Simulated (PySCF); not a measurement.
Molecule: N-methylisobutylamine, C5H13N.

Geometry (Å), atoms numbered from 1 in this order:
```xyz
19

C     2.7944   -0.2924    0.4035
N     1.4504   -0.6140    0.0000
C     0.5417    0.5065    0.0107
C    -0.8798    0.1043   -0.3762
C    -1.7815    1.3289   -0.4619
C    -1.4402   -0.9442    0.5766
H     2.7982    0.0441    1.4534
H     3.4327   -1.1871    0.3475
H     3.2791    0.5111   -0.1950
H     1.4517   -1.0431   -0.9229
H     0.5264    0.9267    1.0342
H     0.8758    1.3401   -0.6506
H    -0.8257   -0.3454   -1.3873
H    -2.7977    1.0548   -0.7841
H    -1.8682    1.8205    0.5215
H    -1.3917    2.0733   -1.1739
H    -1.5729   -0.5169    1.5848
H    -2.4210   -1.3126    0.2380
H    -0.7506   -1.7950    0.6655
```

Geometry PBE0-D3(BJ)/def2-SVP throughout; GIAO in PySCF 2.14.0 with density-fitted response routines, gas phase, one conformer, non-relativistic; equivalent atoms averaged; functional PBE0.

Problem. How do the absolute shieldings σ depend on the basis set? (a selection of nuclei; ppm; last column core-seconds on shared hosts with different chips, so compare them loosely)

Solution. 
```csv
basis set,functions,C3,C4,C5/C6,N2,H7/H8/H9,H11/H12,H14/H15/H16/H17/H18/H19,H13,H10,core-s
STO-3G,43,186.6,203.9,211.8,286.9,31.22,31.44,31.79,31.93,33.94,3.9
6-31G,80,140.9,168.5,177.1,228.4,30.09,30.25,31.39,31.11,33.45,8.2
pcSseg-0,80,130.0,162.4,169.2,230.4,30.28,30.83,31.69,31.64,34.40,6.4
6-31G*,110,136.7,164.1,172.9,228.2,29.61,29.69,30.94,30.47,32.66,12
def2-SVP,149,134.5,163.3,172.2,229.6,29.10,29.33,30.47,30.21,32.23,15
cc-pVDZ,149,135.9,162.7,174.4,228.5,28.95,29.19,30.39,30.10,32.25,16
pcSseg-1,167,122.1,151.9,162.1,218.7,28.80,29.19,30.29,30.14,32.12,21
"6-311+G(2d,p)",240,124.9,153.2,165.3,216.5,29.03,29.28,30.58,30.18,32.20,33
aug-cc-pVDZ,255,134.9,160.5,174.1,225.3,28.82,29.12,30.37,30.01,31.91,33
def2-TZVP,264,123.5,152.6,164.6,217.9,29.03,29.25,30.53,30.13,32.19,38
```

Problem. Which nucleus among those listed moves most, in ppm?

Solution. N2 (amine nitrogen): from 216.5 ppm with 6-311+G(2d,p) to 286.9 ppm with STO-3G. The smallest spread is 1.50 ppm, at H14/H15/H16/H17/H18/H19. Proton shifts span only some 12 ppm, so a few tenths of a ppm matter as much there as several ppm in carbon.

Problem. Taking the largest basis, def2-TZVP (264 functions), as the yardstick, rank the others by their worst heavy-atom deviation.

Solution. 6-311+G(2d,p) 1.5 ppm (240 functions), pcSseg-1 2.5 ppm (167 functions), aug-cc-pVDZ 11.4 ppm (255 functions), def2-SVP 11.6 ppm (149 functions), cc-pVDZ 12.4 ppm (149 functions), pcSseg-0 12.5 ppm (80 functions), 6-31G* 13.2 ppm (110 functions), 6-31G 17.4 ppm (80 functions), STO-3G 69.0 ppm (43 functions).

A small basis that lands close on one nucleus may do so by chance; judge by the trend and by all nuclei.
